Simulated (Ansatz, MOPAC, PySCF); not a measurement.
System: CH3, net charge 0, doublet state. SMILES: [CH3]
Geometry: optimised at B3LYP-D3(BJ)/def2-TZVP (Ansatz, an electronic-structure program).

Wanted: enthalpy of formation at 298 K, in kcal/mol. Terms: non-relativistic; 6-311+G** with 5d; valence correlation only; dispersion terms only where a functional's name holds one; six Cartesian d functions in 6-31G* and its kin unless marked 5d; spin-orbit terms left out; open shells spin-unrestricted. CBS marks a two-point X^-3 extrapolation of the correlation energy; Hartree-Fock from the larger set. First-principles rows: single points at B3LYP-D3(BJ) geometries (Ansatz), with unscaled harmonic terms from B3LYP/6-31G* at its own minima, enthalpies of formation by atomisation with measured atoms. Semi-empirical rows: MOPAC heats of formation at their own minima for 298 K.

Measured values: Active Thermochemical Tables 1.112 (ions: stationary electron), as tabulated in the package chemicals; they hold spin-orbit and core effects, anharmonicity. 

Value to compare with, the measured value: 35.0 kcal/mol.

```json
[
 {"level": "MNDO", "program": "MOPAC", "enthalpy of formation at 298 K (kcal/mol)": "24.6", "error": "-10.4"},
 {"level": "HF/STO-3G", "program": "Ansatz", "enthalpy of formation at 298 K (kcal/mol)": "42.5", "error": "7.5"},
 {"level": "BLYP/6-31G*", "program": "Ansatz", "enthalpy of formation at 298 K (kcal/mol)": "37.4", "error": "2.4"},
 {"level": "B3LYP/6-31G*", "program": "Ansatz", "enthalpy of formation at 298 K (kcal/mol)": "34.6", "error": "-0.4"},
 {"level": "B3LYP/cc-pVDZ", "program": "Ansatz", "enthalpy of formation at 298 K (kcal/mol)": "39.7", "error": "4.7"},
 {"level": "B3LYP/6-311+G**", "program": "Ansatz", "enthalpy of formation at 298 K (kcal/mol)": "34.5", "error": "-0.5"},
 {"level": "MP2/6-31G*", "program": "Ansatz", "enthalpy of formation at 298 K (kcal/mol)": "66.1", "error": "31.1"},
 {"level": "MP2/6-311+G**", "program": "Ansatz", "enthalpy of formation at 298 K (kcal/mol)": "52.2", "error": "17.2"},
 {"level": "B3PW91/6-31G* (5d)", "program": "PySCF", "enthalpy of formation at 298 K (kcal/mol)": "34.6", "error": "-0.4"},
 {"level": "r2SCAN-D4/def2-TZVPD", "program": "Ansatz + dftd4", "enthalpy of formation at 298 K (kcal/mol)": "32.0", "error": "-3.0"},
 {"level": "B2PLYP-D3(BJ)/def2-TZVPD", "program": "Ansatz + dftd3", "enthalpy of formation at 298 K (kcal/mol)": "37.6", "error": "2.6"},
 {"level": "CCSD(T)/CBS(aug-cc-pVTZ,aug-cc-pVQZ)", "program": "Ansatz", "enthalpy of formation at 298 K (kcal/mol)": "35.8", "error": "0.8"}
]
```

Among the 9 habitual levels, MP2/6-31G* lies farthest from the measured value (31.1 kcal/mol); 5 of 9 lie above it, and their mean absolute error is 8.3 kcal/mol, the median 4.7. One case shows no general order.

The levels are drawn from those run, B3LYP/6-31G* more often than the rest, none by its result; runs whose electronic state is in doubt are left out.
